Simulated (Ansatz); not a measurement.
Program: Ansatz 0.2.0.

A structure relaxed at PBE0-D4/def2-TZVP, charge 0, multiplicity 1:

```json
{"atom": "C1", "x (Å)": "2.048", "y (Å)": "0.870", "z (Å)": "-0.544"}
{"atom": "C2", "x (Å)": "1.287", "y (Å)": "0.077", "z (Å)": "0.197"}
{"atom": "C3", "x (Å)": "-0.200", "y (Å)": "-0.122", "z (Å)": "0.095"}
{"atom": "C4", "x (Å)": "-0.826", "y (Å)": "0.260", "z (Å)": "1.440"}
{"atom": "C5", "x (Å)": "-0.466", "y (Å)": "-1.606", "z (Å)": "-0.174"}
{"atom": "C6", "x (Å)": "-0.824", "y (Å)": "0.715", "z (Å)": "-1.012"}
{"atom": "H7", "x (Å)": "3.117", "y (Å)": "0.933", "z (Å)": "-0.377"}
{"atom": "H8", "x (Å)": "1.641", "y (Å)": "1.485", "z (Å)": "-1.339"}
{"atom": "H9", "x (Å)": "1.762", "y (Å)": "-0.513", "z (Å)": "0.981"}
{"atom": "H10", "x (Å)": "-0.393", "y (Å)": "-0.326", "z (Å)": "2.256"}
{"atom": "H11", "x (Å)": "-1.904", "y (Å)": "0.074", "z (Å)": "1.427"}
{"atom": "H12", "x (Å)": "-0.663", "y (Å)": "1.317", "z (Å)": "1.660"}
{"atom": "H13", "x (Å)": "-0.025", "y (Å)": "-2.232", "z (Å)": "0.606"}
{"atom": "H14", "x (Å)": "-1.541", "y (Å)": "-1.804", "z (Å)": "-0.198"}
{"atom": "H15", "x (Å)": "-0.039", "y (Å)": "-1.912", "z (Å)": "-1.133"}
{"atom": "H16", "x (Å)": "-1.902", "y (Å)": "0.541", "z (Å)": "-1.053"}
{"atom": "H17", "x (Å)": "-0.407", "y (Å)": "0.459", "z (Å)": "-1.989"}
{"atom": "H18", "x (Å)": "-0.665", "y (Å)": "1.783", "z (Å)": "-0.843"}
```

Problem. Give its formula and SMILES.

Solution. C6H12, `C=CC(C)(C)C`.

Problem. Point group (tolerance 0.08 Å, 0.16 Å for H)?

Solution. Cs.

Problem. Summarise the bond lengths by kind.

Solution. 5 × C–C 1.325 to 1.532 Å; 12 × C–H 1.084 to 1.094 Å.
